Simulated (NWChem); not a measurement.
**UPBE0/cc-pVDZ run of C3H5 (SMILES C=[C]C)**

Aim: the vertical ionisation energy of C3H5 at UPBE0/cc-pVDZ, from 2 runs. 

The results are computed with NWChem 7.3.0.

2 further runs of the same task are left out: 2 that didn't finish.

### 1 The system as given

C3H5: 8 atoms, total charge 0, spin state doublet. As SMILES, `C=[C]C`. Geometry: relaxed at PBE0-D4/def2-TZVP.

Bond lengths: C1–C2 1.305 Å, C2–C3 1.459 Å, C1–H4 1.086 Å, C1–H5 1.094 Å, C3–H6 1.100 Å, C3–H7 1.093 Å, C3–H8 1.094 Å. Angles: C1–C2–C3 140.5°, C2–C1–H4 122.4°, C2–C1–H5 121.3°, C2–C3–H6 111.0°, C2–C3–H7 111.2°, C2–C3–H8 111.2°, H4–C1–H5 116.4°, H6–C3–H7 108.0°, H6–C3–H8 107.9°, H7–C3–H8 107.4°.

### 2 The energy at UPBE0/cc-pVDZ

The input, c3h5.nw:

```
start c3h5
title "C3H5"
memory stack 880 mb heap 220 mb global 1100 mb
geometry units angstroms noautosym nocenter noautoz
 C    -0.944900    0.679700   -0.871400
 C    -0.231700   -0.311600   -0.412400
 C     0.746600   -0.607400    0.629200
 H    -1.620800    0.568300   -1.714200
 H    -0.890800    1.674900   -0.420600
 H     0.963600    0.287000    1.231000
 H     1.687700   -0.960800    0.199000
 H     0.382300   -1.387300    1.303800
end
basis spherical bse
 C library cc-pVDZ
 H library cc-pVDZ
end
dft
 xc pbe0
 mult 2
 grid medium
 convergence energy 1e-08
 maxiter 100
 mulliken
 print low
end
task dft energy
```

Command:

```
$ nwchem c3h5.nw > c3h5.out
```

Standard output, cut to the lines that bear on the results:

```text
[...]
 d= 0,ls=0.0,diis     1   -117.0502392396 -1.81D+02  3.94D-03  5.70D-02     1.1
[...]
 d= 0,ls=0.0,diis    12   -117.0834209860 -6.73D-09  6.52D-07  9.25D-10    10.9
[...]
         Total DFT energy =     -117.083420985981
      One electron energy =     -282.792967045647
           Coulomb energy =      119.575382714045
    Exchange-Corr. energy =      -17.939099162243
 Nuclear repulsion energy =       64.073262507863
[...]
      Total Density - Mulliken Population Analysis
     ---------------------------------------------
    Atom       Charge   Shell Charges
 -----------   ------   -------------------------------------------------------
    1 C    6     6.06   2.01  0.66  0.38  2.07  0.89  0.04
    2 C    6     6.20   2.01  0.70  0.59  1.93  0.91  0.07
    3 C    6     6.04   2.01  0.66  0.34  2.12  0.86  0.05
    4 H    1     0.94   0.74  0.17  0.03
    5 H    1     0.96   0.73  0.19  0.03
    6 H    1     0.94   0.73  0.18  0.03
    7 H    1     0.93   0.74  0.16  0.03
    8 H    1     0.93   0.74  0.16  0.03
[...]
      <S2> =      0.7628 (Exact =     0.7500)
[...]
```

Run time: 12 s. Hardware: 1 thread of AMD EPYC 7R13 (Zen 3), shared host; peak memory 0.11 GiB.

### 3 The singlet cation at the same level

The input, c3h5.xyz:

```xyz
8
C3H5
C     -0.944900     0.679700    -0.871400
C     -0.231700    -0.311600    -0.412400
C      0.746600    -0.607400     0.629200
H     -1.620800     0.568300    -1.714200
H     -0.890800     1.674900    -0.420600
H      0.963600     0.287000     1.231000
H      1.687700    -0.960800     0.199000
H      0.382300    -1.387300     1.303800
```

The input, c3h5.nw:

```
start c3h5
title "C3H5"
memory 2200 mb
charge 1

geometry units angstroms noautosym nocenter noautoz
  load format xyz c3h5.xyz
end

basis spherical bse
  * library cc-pVDZ
end

dft
  xc pbe0
  grid medium
  convergence energy 1e-08
  iterations 100
  mulliken
  print low
end

task dft
```

Command:

```
$ nwchem c3h5.nw > c3h5.out
```

Standard output, cut to the lines that bear on the results:

```text
[...]
 d= 0,ls=0.0,diis     1   -116.7068445069 -1.81D+02  9.49D-03  5.68D-01     1.0
[...]
 d= 0,ls=0.0,diis    10   -116.7685354885 -4.36D-09  6.90D-07  3.58D-09     6.8
         Total DFT energy =     -116.768535488527
      One electron energy =     -276.429189297326
           Coulomb energy =      113.156297185099
    Exchange-Corr. energy =      -17.568905884163
 Nuclear repulsion energy =       64.073262507863
[...]
      Total Density - Mulliken Population Analysis
     ---------------------------------------------
    Atom       Charge   Shell Charges
 -----------   ------   -------------------------------------------------------
    1 C    6     5.94   2.01  0.68  0.40  2.07  0.75  0.03
    2 C    6     5.95   2.01  0.76  0.59  1.79  0.73  0.07
    3 C    6     6.03   2.01  0.67  0.36  2.13  0.82  0.04
    4 H    1     0.81   0.70  0.08  0.03
    5 H    1     0.79   0.68  0.08  0.04
    6 H    1     0.80   0.68  0.09  0.03
    7 H    1     0.84   0.71  0.09  0.03
    8 H    1     0.84   0.71  0.09  0.03
[...]
```

Run time: 7.8 s. Hardware: 1 thread of AMD EPYC 7R13 (Zen 3), shared host; peak memory 0.11 GiB.

### 4 Results

Level: UPBE0/cc-pVDZ.

| quantity | value |
| --- | --- |
| doublet C3H5: total energy | -117.08342 Eh |
| doublet C3H5: ⟨S²⟩ | 0.763 |
| singlet cation: total energy | -116.76854 Eh |
| vertical ionisation energy (to the singlet cation) | 8.568 eV |

In words: The vertical ionisation energy comes to 8.57 eV (827 kJ/mol). Only the singlet of the ionised species was computed; a triplet could lie lower.
